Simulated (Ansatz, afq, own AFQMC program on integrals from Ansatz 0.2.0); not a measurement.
## AlH$_{4}$, doublet in cc-pVTZ, levels against CCSDT(Q)

```csv
atom,x (Å),y (Å),z (Å)
Al,-0.0957,0.0000,0.0000
H,-0.8886,1.3734,0.0000
H,-0.8886,-1.3734,0.0000
H,1.7973,0.0000,0.0000
H,2.5423,0.0000,0.0000
```

Basis cc-pVTZ. Only valence electrons are correlated. Integrals, coupled cluster, full CI and functionals: Ansatz 0.2.0; the random walks run on the same integrals in our own AFQMC program. The CISD trial takes its coefficients from CCSD amplitudes. Released means that phaseless walkers are propagated on without the constraint, phases kept. ± is one standard error of the sampling.

Determinant: UHF, the one that the program's search chose, which needn't be the lowest solution. The geometry is a point of a scan.

No full CI on the walks' own integrals is used here; CCSDT(Q) serves as the reference and is uncertain by about the last step of the cluster series.

```
T1 diagnostic                               : 0.0137
weight of the determinant in the CISD state : 0.921
⟨S²⟩ of the determinant                     : 0.763
size of the correlated space                : 7 electrons in 85 orbitals
```

| level | correlation energy (eV) |
| --- | --- |
| MP2 | -2.9247 |
| CCSD | -3.6694 |
| CCSD(T) | -3.7325 |

(1) Estimate where AFQMC with the constraint released lies against CCSD(T) on the same integrals.

(1) 0.45 ± 0.02 kcal/mol below CCSD(T).

Reference: CCSDT(Q), correlation energy -3.752 eV. The released energy is read at 2.40 1/Eh (meV from the phaseless value at times in 1/Eh: -5.5 ± 1.4 at 0.24, -5.3 ± 1.0 at 0.51, -6.2 ± 1.0 at 0.99, -10.5 ± 1.2 at 1.62, -9.9 ± 1.1 at 2.40).

| level | E − E(reference) (kcal/mol) | share of correlation (%) |
| --- | --- | --- |
| CCSD(T) | 0.45 | 99.47 |
| CCSDT | 0.04 | 99.96 |
| ph-AFQMC/HF | 0.37 ± 0.38 | 99.57 |
| ph-AFQMC/CISD | 0.23 ± 0.10 | 99.73 |
| released AFQMC | 0.00 ± 0.02 | 99.99 |

A walk keeps the symmetry of its determinant, which the program's search chose and which needn't be the lowest solution, so a lower state of the same spin and another symmetry isn't excluded. Released energies are given only where the last usable release times agree within the noise; a slower fall can still hide under it.
